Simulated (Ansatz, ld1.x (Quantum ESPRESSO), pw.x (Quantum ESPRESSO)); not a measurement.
# From atom to crystal: RRKJ potential for Ca

calcium, norm-conserving RRKJ (Kleinman–Bylander form), made with ld1.x (Quantum ESPRESSO) 7.5 (LDA (PW92), scalar-relativistic). Core [Ar], reference 3d0 4s2 4p0. Waves: 4p (bound, empty): rc 4.20 bohr; 3d (bound, empty): rc 3.25 bohr; 4s (bound): rc 2.70 bohr. Local part: the s channel. Core correction: Bessel-smoothed model core inside 2.55 bohr. rho0 = 0.02.

Atomic tests: cutoffs needed: 6 Ry and 10 Ry (the cutoffs (Ry, on a coarse ladder) from which the occupation-weighted sum of valence levels, in a spherical-Bessel basis at the reference potential, stays within 10 and 1 mRy of its value at 400 Ry) The cutoffs count occupied waves only; the empty 3d level needs 15 Ry at the loose tolerance.; ghost test: no extra level below or beside the all-electron valence levels (p, d, s, f tested) (spherical-Bessel basis up to 400 Ry, 20 bohr box); largest excitation error: +131 meV (all-electron minus pseudo) for 3d1 4s0 4p0, out of 7 test configurations.

Crystal test: sc Ca in pw.x 7.5, no spin, 10³ k-points, Fermi–Dirac smearing 0.01 Ry, cutoffs 50/200 Ry. The reference is all-electron LAPW (Ansatz 0.2.0) with the same functional, mesh and smearing; V0 and B0 come from Birch–Murnaghan fits to the pressures at five volumes. Errors are pseudo minus all-electron; Δ is the rms difference of the E(V) curves that follow from these fits, minima aligned, over ±6 % about the mean V0. Mesh and smearing are coarse, so the numbers serve the comparison and aren't converged zero-temperature values; the lattice is a test structure that the element need not adopt.

All-electron: a0 = 3.374 Å (V0 = 38.40 Å³/atom), B0 = 12.5 GPa.

Task: How far does the potential miss the all-electron equation of state?

Result: mean pressure error (GPa): +0.13; a0 (Å): 3.386; a0 error (%): +0.36; B0 error (%): -1.2; Δ (meV/atom): 1.1. The largest radius (4.20 bohr) exceeds half the bond length (3.19 bohr), so the spheres overlap, which is one possible source of error among others.

```json
{"V (Å³/atom)": "36.722", "P all-electron (GPa)": "0.60", "P pseudo (GPa)": "0.75"}
{"V (Å³/atom)": "37.689", "P all-electron (GPa)": "0.24", "P pseudo (GPa)": "0.38"}
{"V (Å³/atom)": "38.655", "P all-electron (GPa)": "-0.08", "P pseudo (GPa)": "0.05"}
{"V (Å³/atom)": "39.621", "P all-electron (GPa)": "-0.37", "P pseudo (GPa)": "-0.25"}
{"V (Å³/atom)": "40.588", "P all-electron (GPa)": "-0.63", "P pseudo (GPa)": "-0.51"}
```

Task: At the middle volume, how do free energy and pressure move when the wave cutoff is lowered (ecutrho kept at four times it)?

Result:

```json
{"cutoff (Ry)": "22", "shift of F (meV/atom)": "+1.1", "shift of P (GPa)": "-0.02"}
{"cutoff (Ry)": "30", "shift of F (meV/atom)": "+0.3", "shift of P (GPa)": "-0.00"}
{"cutoff (Ry)": "40", "shift of F (meV/atom)": "+0.0", "shift of P (GPa)": "+0.00"}
```

The run at the middle volume (56 k-points, 6 iterations) took about 5.5 s on one core of a shared host (Neoverse-V1, 32 threads, 247 GiB, load 64).
